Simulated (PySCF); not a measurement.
# SiF⁺: a base run and its variants

Base input, run as `OMP_NUM_THREADS=1 python input.py` with PySCF 2.14:

```python
from pyscf import gto, dft
from pyscf.geomopt.geometric_solver import optimize

mol = gto.M(
    atom='Si 0 0 0; F 0 0 1.482',
    basis='ano-rcc-vdzp',
    charge=1,
    spin=0,
    symmetry=True,
    verbose=4,
)
mf = dft.UKS(mol, xc='m06l')
mf = mf.sfx2c1e()
mf = mf.density_fit(auxbasis='def2-universal-jkfit')
mf.kernel()
g = mf.nuc_grad_method()
g.grid_response = True
mol_eq = optimize(g.as_scanner(), maxsteps=30)
print('optimised geometry (angstrom)')
print(mol_eq.tostring('raw'))
print('orbital energies (hartree):', [e[max(0, n-3):n+3].round(4) for e, n in zip(mf.mo_energy, mol.nelec)])
```

Base result: E(SCF) = -389.729434 Eh, 8 cycles, all at the start geometry; optimised bond 1.582 Å with E = -389.737871 Eh after 5 steps. The last line lists the levels of the start geometry. No search for the lowest solution was made.

It ran on Arm Neoverse V2 (1 thread, shared host) in 14 s, peak memory 0.24 GiB.

Each row names what differs from the base; energies in brackets are changes from the base.

```tsv
change	result	wall time (s)
step after the SCF: optimize → ccsd(t); SCF type: UKS → UHF; functional: m06l → none (Hartree–Fock); frozen orbitals: default → 0	E(SCF) = -388.822993 Eh, 9 cycles, E(CCSD) − E(SCF) = -0.26867 Eh, (T) = -0.00696 Eh	4.3
PCM solvent, dielectric constant: none → 32.6; step after the SCF: optimize → analyze	E(SCF) = -389.832346 Eh (-2.8004 eV), 8 cycles	4.5
basis set: ano-rcc-vdzp → 6-31+g*; spin-free X2C: on → off	E(SCF) = -388.992353 Eh, 8 cycles, all at the start geometry; optimised bond 1.564 Å with E = -388.998382 Eh after 5 steps	13
charge: 1 → 2; spin (2S): 0 → 1 [another spin of the ion may lie lower]	E(SCF) = -388.959311 Eh (+20.9561 eV), 10 cycles, ⟨S²⟩ = 0.752, all at the start geometry; optimised bond 1.567 Å with E = -388.964835 Eh after 5 steps	16
initial guess: minao → mod_huckel	E(SCF) = -389.729434 Eh (+0.0000 eV), 9 cycles, all at the start geometry; optimised bond 1.582 Å with E = -389.737871 Eh after 5 steps	15
spin-free X2C: on → off [unsound on purpose]	E(SCF) = -388.889350 Eh, 8 cycles, all at the start geometry; optimised bond 1.582 Å with E = -388.897871 Eh after 5 steps	13
density fitting: def2-universal-jkfit → auto	E(SCF) = -389.729292 Eh (+0.0039 eV), 8 cycles, all at the start geometry; optimised bond 1.582 Å with E = -389.737729 Eh after 5 steps	17
integration grid: default → (99, 590)	E(SCF) = -389.729485 Eh (-0.0014 eV), 8 cycles, all at the start geometry; optimised bond 1.581 Å with E = -389.737920 Eh after 5 steps	22
smearing width (hartree): none → 0.01; step after the SCF: optimize → none	E(SCF) = -389.729428 Eh (+0.0002 eV), 8 cycles	2.8
basis set: ano-rcc-vdzp → pcseg-1; spin-free X2C: on → off	E(SCF) = -388.955293 Eh, 8 cycles, all at the start geometry; optimised bond 1.578 Å with E = -388.963229 Eh after 5 steps	10
```

Problem. Order these changes by how far they move the SCF energy from the base, largest first: (1) PCM solvent, dielectric constant: none → 32.6; step after the SCF: optimize → analyze; (2) density fitting: def2-universal-jkfit → auto; (3) initial guess: minao → mod_huckel; (4) integration grid: default → (99, 590).

Solution. (1) -2.8004 eV, (2) +0.0039 eV, (4) -0.0014 eV, (3) +0.0000 eV.
